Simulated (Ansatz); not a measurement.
C3H3FS (`FCC1=CS1`) at its PBE0-D4/def2-TZVP geometry, where that method's forces vanish. The species carries charge 0 and has multiplicity 1.

```
atom   x (Å)   y (Å)   z (Å)
  F1   0.933   1.768   0.627
  C2   0.595   0.448   0.822
  C3  -0.122  -0.089  -0.334
  C4  -1.073  -0.747  -0.873
  S5   0.174  -0.338  -2.136
  H6  -0.034   0.376   1.715
  H7   1.519  -0.119   0.977
  H8  -1.992  -1.300  -0.800
```

(1) For each bond, give half the difference of the two atoms' forces along it (eV/Å; positive pushes the atoms apart) under PBE-D4, r2SCAN-D4, B3LYP-D4, ωB97M-V in def2-TZVPP. (Estimate.)

Answers

(1) Computed: 
```tsv
bond	length (Å)	PBE-D4	r2SCAN-D4	B3LYP-D4	ωB97M-V
F1–C2	1.376	0.63	0.40	0.44	0.22
C2–C3	1.463	-0.57	-0.24	-0.01	0.33
C2–H6	1.094	0.09	-0.05	-0.14	-0.18
C2–H7	1.096	0.11	-0.05	-0.13	-0.19
C3–C4	1.276	0.75	0.24	-0.03	-0.25
C3–S5	1.843	0.57	0.34	0.34	-0.02
C4–S5	1.821	0.44	0.27	0.41	0.21
C4–H8	1.076	-0.22	-0.15	-0.14	-0.07
```

B3LYP here is the variant with VWN-RPA as its local correlation; programs differ in this.
